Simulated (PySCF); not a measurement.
PySCF input file for ethanol (C2H6O), SMILES CCO, C-PCM-PBE0/def2-SVP. The structure is a stationary point at PBE0-D3(BJ)/def2-TZVP. Other conformers were not sampled.

```python
import numpy as np
from pyscf import gto, scf, dft
from pyscf.solvent import pcm

mol = gto.M(
    atom='''
    C    -1.18955540    0.15376781    0.26590776
    C     0.06022065   -0.42549503   -0.36024827
    O     1.22942134    0.28876990   -0.01456860
    H    -2.07762661   -0.39274567   -0.06230884
    H    -1.30635898    1.20370910   -0.01040268
    H    -1.14762617    0.09053833    1.35784501
    H     0.15939784   -1.48753222   -0.09497676
    H    -0.00269913   -0.37194041   -1.44960096
    H     1.31555083    0.27817502    0.94203620
    ''',
    basis='def2-SVP',
    charge=0,
    spin=0,
    max_memory=1600,
    verbose=3,
)
mf = dft.RKS(mol, xc='pbe0').density_fit(auxbasis='def2-universal-jkfit')
mf.grids.level = 3
mf.conv_tol = 1e-9
mf.max_cycle = 100
mf.kernel()
res = {}
for name, eps in {'water': 78.355, 'methanol': 32.613, 'toluene': 2.3741}.items():
    s = mf.PCM()
    s.with_solvent.method, s.with_solvent.eps, s.with_solvent.lebedev_order = 'C-PCM', eps, 29
    s.kernel(mf.make_rdm1())
    res[name] = (s.e_tot, eps, s.dip_moment(), s.mo_energy, s.converged)
    print(f'{name}: electrostatic solvation free energy {(s.e_tot - mf.e_tot) * 627.509474:.3f} kcal/mol')
```

Log of the run:

```
converged SCF energy = -154.741968715792

WARN: PCM is an experimental feature. It is still in testing.
Features and APIs may be changed in the future.

converged SCF energy = -154.74884557666
Dipole moment(X, Y, Z, Debye): -1.21211, -0.79521,  1.38921
water: electrostatic solvation free energy -4.315 kcal/mol

WARN: PCM is an experimental feature. It is still in testing.
Features and APIs may be changed in the future.

converged SCF energy = -154.748706790365
Dipole moment(X, Y, Z, Debye): -1.20845, -0.79157,  1.38286
methanol: electrostatic solvation free energy -4.228 kcal/mol

WARN: PCM is an experimental feature. It is still in testing.
Features and APIs may be changed in the future.

converged SCF energy = -154.745819369115
Dipole moment(X, Y, Z, Debye): -1.13384, -0.72022,  1.25766
toluene: electrostatic solvation free energy -2.416 kcal/mol
```

Self-consistency was reached.
